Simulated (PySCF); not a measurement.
# C4H4P: the cost of one run

Computed with PySCF 2.14.0 and routines of our own; the level stands in each step. Atoms count from 0.

## 1. The system as given

9 atoms, charge -1, multiplicity 1; geometry from: GFN2-xTB.

## 2. Optimising the geometry at PBE0-D3(BJ)/def2-SVP

Job settings and geometry (Å):

```
{"job": {"xc": "PBE0", "basis": "def2-SVP", "d3": "d3bj", "grid": 1, "kind": "geom"}, "charge": -1, "multiplicity": 1}
C     -0.738920    -0.648696    -0.048802
C      0.656276    -0.734998    -0.047850
C      1.260894     0.499995     0.035621
P      0.113170     1.811818     0.115252
C     -1.186940     0.651232     0.034101
H     -1.398523    -1.509910    -0.107437
H      1.205263    -1.670787    -0.106263
H      2.332007     0.662884     0.051686
H     -2.229667     0.944457     0.048512
```

Started as:

```console
$ OMP_NUM_THREADS=1 python excited_run.py task.json out
```

One launch serves the whole session: the jobs run in the order shown.

**Question.** How long does this first job take on 1 thread of Intel Xeon 6975P-C, shared host, and how much memory does it need?

About 7.8 s, with a peak of 0.45 GiB.
